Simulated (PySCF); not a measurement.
Structure problem from calculated spectra and properties.

Formula: C5H12O.

* Rotational structure: rotational constants A, B, C: 4.009, 2.807, 1.999 GHz [PBE0-D3(BJ)/def2-SVP]
* UV, first state: lowest singlet excitation: 7.28 eV (170 nm, f = 0.004) [TDDFT wB97X-D/def2-SVPD]
* 1H NMR: chemical shifts (computed TMS as zero) by class: 3.79 (1 H), 3.37 (1 H), 1.52 (1 H), 0.99 (3 H), 0.96 (1 H), 0.91 (1 H), 0.88 (3 H), -0.17 (1 H) ppm [GIAO PBE0/pcSseg-1]
* Polarisability: 67.5 au [wB97X-D/def2-SVPD]
* UV, strongest line: among the 10 lowest singlet transitions: S7 at 9.32 eV (133 nm, f = 0.047) [TDDFT wB97X-D/def2-SVPD]
* Dipole: 1.69 D [wB97X-D/def2-SVPD]
* 13C NMR: chemical shifts (computed TMS as zero) by class: 64.7 (1 C), 38.3 (1 C), 26.6 (1 C), 19.6 (1 C), 13.5 (1 C) ppm [GIAO PBE0/pcSseg-1]

Electronic properties: PySCF, gas phase, density fitting. Levels stand in brackets. One conformer (not necessarily the lowest) at the PBE0-D3(BJ)/def2-SVP geometry, without solvent, vibrations or thermal averaging. Each NMR value is the plain mean over a class of atoms that symmetry, rotation or inversion makes alike.

**Question.** Propose a structure and show how it fits.

**Answer.** Numbering: `[CH3:1][CH2:2][C@H:3]([CH3:4])[CH2:5][OH:6]`. Its formula, C5H12O, gives 0 degrees of unsaturation, so no ring and no π bond. 5 carbons fall into 5 classes; from least to most shielded: carbinol carbon (C–OH) [C5] (64.7 ppm), sp3 CH carbon [C3] (38.3 ppm), chain CH2 carbon [C2] (26.6 ppm), methyl carbon [C4] (19.6 ppm), methyl carbon [C1] (13.5 ppm). Hydrogen classes from least to most shielded: 1 H on a carbinol carbon (C–OH), C5 (3.79 ppm), 1 H on a carbinol carbon (C–OH), C5 (3.37 ppm), 1 H on a chain CH2 carbon, C2 (1.52 ppm), 3 H on a methyl carbon, C1 (0.99 ppm, a mean of values up to 0.7 ppm apart in this geometry), 1 H on a chain CH2 carbon, C2 (0.96 ppm), 1 H on an sp3 CH carbon, C3 (0.91 ppm), 3 H on a methyl carbon, C4 (0.88 ppm), 1 H on an alcohol oxygen, O6 (-0.17 ppm). The optimised geometry has point group C1 and is an asymmetric top. Structure: `CC[C@H](C)CO` (2-methyl-1-butanol). Computed isomers that give other values at the same levels: `CC(C)[C@H](C)O` (13C chemical shifts (computed TMS as zero) by class: 71.5 (1 C), 35.6 (1 C), 25.0 (1 C), 22.9 (1 C), 13.9 (1 C) ppm); `CC(C)CCO` (rotational constant A: 6.860 GHz; this holds for the one conformer computed); `COCC(C)C` (rotational constant A: 7.062 GHz; this holds for the one conformer computed). The assignments are read from this structure; whether some other isomer fits the data as well wasn't checked. The mirror image fits equally.

The values belong to the conformer `[CH3:1][CH2:2][C@H:3]([CH3:4])[CH2:5][OH:6]`: C1–C2–C3–C4 -175°, C2–C3–C5–O6 56°, H–O6–C5–C3 62°.
